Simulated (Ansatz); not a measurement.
System: solid iodine. Method: rVV10 (plane waves, PAW; Ansatz, a program for electronic structure).

Numerical settings: plane-wave cutoff 520 eV, 8×8×4 k mesh (along the axes of the cell as run), Fermi–Dirac smearing 0.01 eV, scalar-relativistic PAW data made under PBE.

Shape and atoms are relaxed at each volume.

Pressure at four volumes; x = ln(V/41.078 Å³). One pressure is withheld.

```tsv
V (Å³/atom)	x	P (GPa)
39.435	-0.0408	0.697
41.078	0.0000	0.001
41.900	0.0198	-0.272
42.721	0.0392	?
```

Task: Pass a parabola P(x) through the three rows shown, estimate the bulk modulus and its pressure derivative near zero pressure, and predict the withheld pressure.

Result: Slopes between the rows: (0.001 − (0.697))/(0.0000 − (-0.0408)) = -17.06 and (-0.272 − (0.001))/(0.0198 − (0.0000)) = -13.79 GPa. Their difference over the span 0.0606 is c = 3.27/0.0606 = 54.0 GPa, so P(x) = 0.697 + (-17.06)(x − (-0.0408)) + 54.0 (x − (-0.0408))(x − (0.0000)). At the middle row B = −dP/dx = −[-17.06 + 54.0 × 0.0408] = 14.9 GPa, and B′ = dB/dP = 2c/B = 7.2. At x = 0.0392 the parabola gives -0.498 GPa; the run gives -0.505 GPa. The Birch–Murnaghan fit to the energies at all volumes has B0 = 14.8 GPa and B′ = 6.9.

Note: the bulk modulus comes from volumes at which shape and atoms were relaxed.

Spin–orbit coupling is not included.
